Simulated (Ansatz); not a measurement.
`C/C=C/N`, charge 0, multiplicity 1.

**Question.** Give a relaxed structure at PBE0-D4/def2-TZVP (Ansatz 0.2.0). (An estimate is asked.)

**Answer.** The calculation gave: 
Z-matrix (Å, degrees):
```
C
C 1 1.491
H 1 1.095 2 111.8
H 1 1.093 2 111.1 3 120.3
H 1 1.096 2 111.9 3 -119.6
C 2 1.332 1 123.9 3 -122.5
H 2 1.089 1 117.3 3 58.7
N 6 1.389 2 126.6 1 -174.6
H 6 1.088 2 119.6 1 1.1
H 8 1.009 6 114.6 2 -16.9
H 8 1.007 6 114.7 2 -147.8
```
This is one stationary point; other conformers may exist.
